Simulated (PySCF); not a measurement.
## Which determinant of SiN lies lowest?

Unrestricted PBE0; basis Si def2-SVP, N def2-SVP; no relativity; PySCF 2.14. Outer shells of the fragments: Si 3s2 3p2; N 2s2 2p3.

Followed along the bond (rough minima from three points):

```tsv
2Ms+1	unpaired	⟨S²⟩ at the start	R at minimum (Å)	Te (eV)
2	σ ↑	0.94	1.58	0.00
2	π ↑	0.80	1.65	0.14
4	π ↑↑↑	3.76	none in the scan	≤ 2.35
6	σ ↑, π ↑↑↑↑	8.76	none in the scan	≤ 4.33
```

Solutions found at the starting distance of 1.770 Å, counted from the lowest of them; the search is not exhaustive and high or unbound solutions are not listed, so other states can lie among these:

```csv
2Ms+1,unpaired,term,E (eV),⟨S²⟩,⟨Lz²⟩,μ (D)
2,π ↑,²Π,0.00,0.80,1.01,-2.53
2,σ ↑,²Σ⁺,0.26,0.94,0.00,-2.51
4,π ↑↑↑,⁴Π,2.14,3.76,1.01,-0.53
4,"σ ↑, π ↑↑",mixed,2.24,3.78,2.01,-1.40
2,π ↑↑↓,mixed,2.74,1.76,3.01,-0.50
4,"σ ↑, π ↑↑",mixed,2.76,3.76,2.00,-1.52
2,"σ ↓, π ↑↑",mixed,2.88,1.77,2.01,-1.39
2,"σ ↑, π ↑↓",mixed,3.17,1.76,2.02,-1.41
6,"σ ↑, π ↑↑↑↑",⁶Σ⁺,4.40,8.76,0.00,-0.13
4,"σ ↓, π ↑↑↑↑",mixed,5.90,4.78,0.00,0.74
6,"σ ↑↑, π ↑↑↑",⁶Π,7.25,8.76,1.00,-0.87
6,"σ ↑↑, π ↑↑↑",⁶Π,7.97,8.76,1.00,0.28
```

A term symbol is given only where ⟨S²⟩ and ⟨Lz²⟩ are close to those of a pure state; real π, δ and φ orbitals otherwise mix terms. A positive dipole means Si(−)N(+).

Problem. Compare the gap between the two lowest followed solutions at the starting distance with the gap between their minima.

Solution. At PBE0 the second solution (doublet, unpaired electrons π ↑) lies -0.26 eV from the first (doublet, unpaired electrons σ ↑) at 1.770 Å and +0.14 eV at the minima; the two curves relax by different amounts, since their minima lie near 1.65 and 1.58 Å.

Counting both spins, an empty level lies below a filled one in some of these solutions, because spin and occupation are held.
